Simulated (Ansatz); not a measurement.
# C2H2FNO: basis-set convergence

One table from this session's results is given with a row withheld; the runs are named, their logs left out.

Computed with Ansatz 0.2.0, Gaussian basis. Level: one geometry, several basis sets.

Levels to be run: PBE0-D4/def2-SVP; ωB97M-V/def2-SVP; PBE0-D4/def2-QZVPP; ωB97M-V/def2-QZVPP; the functionals' def2-TZVPP values are taken from earlier runs.

### The geometry

An earlier PBE0-D4 in a triple-zeta def2 set relaxation fixed the geometry.

SMILES `O=C=NCF`, 7 atoms, charge 0, spin multiplicity 1.

Atoms are counted from 1 here; the program's logs count them from 0.

Bond lengths: O1–C2 1.162 Å, C2–N3 1.203 Å, N3–C4 1.414 Å, C4–F5 1.373 Å, C4–H6 1.093 Å, C4–H7 1.093 Å. Angles: O1–C2–N3 174.2°, C2–N3–C4 134.4°, N3–C4–F5 111.8°, N3–C4–H6 109.5°, N3–C4–H7 109.5°, F5–C4–H6 108.0°, F5–C4–H7 108.0°, H6–C4–H7 110.2°.

The first run:

The input, in.yaml:

```yaml
crystal:
  periodic: [false, false, false]
  atoms:
    - {symbol: O, position_ang: [-0.981272, -2.443531, -0.318015]}
    - {symbol: C, position_ang: [-0.395415, -1.488009, -0.012771]}
    - {symbol: N, position_ang: [0.274020, -0.569191, 0.379674]}
    - {symbol: C, position_ang: [0.327360, 0.812792, 0.083475]}
    - {symbol: F, position_ang: [-0.604067, 1.168086, -0.860608]}
    - {symbol: H, position_ang: [1.316485, 1.064007, -0.307883]}
    - {symbol: H, position_ang: [0.124088, 1.387844, 0.990428]}
basis:
  gaussian: {orbitals: def2-SVP}
hamiltonian: {xc: pbe0, dispersion: d4}
output: {orbitals: {seedname: orbitals}}
```

Run with:

```
ansatz run in.yaml --threads 2 --pin off --events-out ev --progress --plain --max-ram 4352MiB
```

Among the steps run: PBE0-D4 in def2-SVP; ωB97M-V in def2-SVP; PBE0-D4 in def2-QZVPP; ωB97M-V in def2-QZVPP.

One table of the session follows, with a row left open; its other results are not shown here.

| functional | basis | HOMO (eV) | LUMO (eV) |
| --- | --- | --- | --- |
| PBE0-D4 | def2-SVP | -8.33 | 0.37 |
| PBE0-D4 | def2-TZVPP | -8.46 | 0.10 |
| PBE0-D4 | def2-QZVPP | -8.49 | -0.02 |
| ωB97M-V | def2-SVP | -10.55 | 2.75 |
| ωB97M-V | def2-TZVPP | ? | ? |
| ωB97M-V | def2-QZVPP | -10.75 | 1.74 |

Q: Estimate the row for ωB97M-V, def2-TZVPP from the others.

The run gave: HOMO (eV): -10.71; LUMO (eV): 2.28. In the column «HOMO (eV)» it lies between ωB97M-V, def2-QZVPP (-10.75) and ωB97M-V, def2-SVP (-10.55).
